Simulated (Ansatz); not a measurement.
A made-up structure of SiNH2S, doublet:

N1  (-0.482, 0.513, -0.259)
Si2  (0.193, -0.481, 0.927)
S3  (1.693, -1.706, 0.624)
H4  (-1.253, 1.135, -0.080)
H5  (3.039, -1.888, 0.683)
(Å)

It is relaxed with PBE-D4/def2-SVP and then PBE0-D4/def2-TZVP (Ansatz 0.2.0). Atoms count as bonded within 1.22 times the sum of their covalent radii (H–H: 0.88 Å). The end point is not checked to be a true minimum.

**Question.** Does its bonding change? (A judgement: the text doesn't fix the answer.)

**Answer.** By the calculation: No: no bond forms or breaks.

Where it ends: The first stage lowers the energy by 1.42 eV in 17 steps. It ends as SiNH₂S ([NH][Si][SH]):
N1  (-0.051, 0.422, 0.010)
Si2  (-0.083, -0.855, 0.972)
S3  (1.740, -1.974, 0.997)
H4  (-0.746, 1.122, -0.203)
H5  (2.329, -1.141, 0.119)
(Å)

Labels in which every atom is bracketed show which atoms are joined, not bond orders.

For scale, one of the runs: PBE0-D4/def2-TZVP relaxation, 117 basis functions, launched by `ansatz run in.yaml --threads 2 --pin off --events-out ev --progress --plain --max-ram 4352MiB`. The run took about 23 s on 2 CPU threads of an Arm Neoverse V2 (shared host).
